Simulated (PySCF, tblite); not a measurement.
**C5H7F+ (doublet): geometry, infrared bands and EPR parameters**

Wanted: the infrared bands and EPR parameters of C5H7F+ (doublet) (`C[C+]1CC[C]1F`), by calculation.

The runs use tblite 0.8.0 and PySCF 2.14.0, with density-fitted response routines of our own; the level of theory stands in each step. All values are computed, except where a source is named. Atoms are numbered from 0 throughout.

**1. The starting structure**

13 atoms, charge 1, multiplicity 2; geometry from: force field or distance geometry start.

Bonds of the start (Å): C0–C1 1.50, C1–C2 1.50, C2–C3 1.55, C3–C4 1.52, C4–F5 1.36, C4–C1 1.50, C0–H6 1.11, C0–H7 1.14, C0–H8 1.11, C2–H9 1.10, C2–H10 1.13, C3–H11 1.10, C3–H12 1.13.

**2. Optimising the geometry with GFN2-xTB**

The job: settings as JSON, then the geometry in Å.

```
{"job": {"kind": "relax", "xc": "GFN2-xTB", "basis": "xTB"}, "charge": 1, "multiplicity": 2}
C      1.807000    -0.453400     0.266100
C      0.408700    -0.130700    -0.175100
C     -0.927800    -0.815500    -0.135000
C     -1.488200     0.615900     0.037700
C     -0.301200     1.012300    -0.830300
F      0.214800     2.249700    -0.599800
H      2.002800    -1.545700     0.342100
H      2.023900     0.043300     1.264800
H      2.526800     0.003000    -0.451900
H     -1.115200    -1.473100     0.726200
H     -1.267200    -1.197700    -1.142200
H     -2.483500     0.720800    -0.423500
H     -1.405300     0.971700     1.103200
```

Run with:

```sh
OMP_NUM_THREADS=1 python probes_run.py task.json out
```

One launch serves the whole session: the jobs run in the order shown.

**Question.** This job is followed by: GFN2-xTB harmonic vibrations, gas phase; UKS B3LYP, pcH-1 on C F H, non-relativistic, mean-field spin-orbit, GIAO. Predict these results of the whole session: strongest single infrared mode (GFN2-xTB); zero-point energy (GFN2-xTB); g(iso) (B3LYP); ⟨S²⟩; largest a(iso) (averaged by class).

The runs gave:

```
                                 quantity                  value
strongest single infrared mode (GFN2-xTB)  1249 cm⁻¹, 289 km/mol
             zero-point energy (GFN2-xTB)          63.6 kcal/mol
                           g(iso) (B3LYP)                2.00351
                                     ⟨S²⟩     0.752 (exact 0.75)
       largest a(iso) (averaged by class)    19F on F5, 95.7 MHz
```

What this shows: Relaxing lowered the energy by 1.829 eV in 49 steps; the close pair that moved most is C1–C4, from 1.497 to 1.401 Å. The lowest mode is slightly imaginary (8i cm⁻¹), a soft motion within the noise of the Hessian, so the minimum is not strictly shown. The strongest single mode, at 1249 cm⁻¹, is spread over many atoms; the largest shares are those of C1, C4. Unscaled tight-binding wavenumbers are off by several per cent, some by more. Its intensities can rank the bands wrongly. The largest spin populations lie on C1 (0.44 e), C4 (0.36 e). The isotropic g lies 1.2 ppt above the free-electron value. The conformer search found further structures of the same energy, which may be mirror or relabelled copies of this one.
